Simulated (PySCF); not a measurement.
Cost of one run: core-ionisation job, `C=CC=C(F)F`.

Method: delta-SCF UKS HF, pcX-2 on the ionised atom, pcseg-1 elsewhere, spin-free X2C (PySCF 2.14.0). Geometry: PBE0-D3(BJ)/def2-SVP. Work: ΔSCF core ionisation, 6 holes, density fitting. The input is one job of a driver script: a line of settings, then coordinates in Å.

Command:
```bash
OMP_NUM_THREADS=1 python probes_run.py task.json out
```

Input:
```
{"job": {"kind": "xps", "xc": "HF"}, "charge": 0, "multiplicity": 1}
C      1.859401    -0.312986     0.118452
C      0.611069    -0.248021    -0.364809
C     -0.527412     0.240200     0.389288
C     -1.768369     0.301396    -0.098042
F     -2.119960    -0.072303    -1.303912
F     -2.807150     0.742716     0.565390
H      2.685310    -0.686094    -0.490682
H      2.094341     0.004756     1.138712
H      0.415464    -0.576182    -1.391229
H     -0.393681     0.584974     1.416469
```

Hardware: one thread, Arm Neoverse V2 (aarch64) (shared host). PySCF's memory limit was set to 1760 MB.

The basis has 135 functions.

Task: Which is nearest to the wall time?
A. 2.6 s
B. 21 s
C. 0.35 s

Result: B. The run took 21 s. The run took 124 SCF cycles in all, 3.5 s a hole on average.

Task: Estimate the peak memory.

Result: About 0.50 GiB. Peak memory is the resident size of the whole Python process, interpreter and libraries included.

Other jobs ran on the host; a repeat could differ by tens of per cent or more.
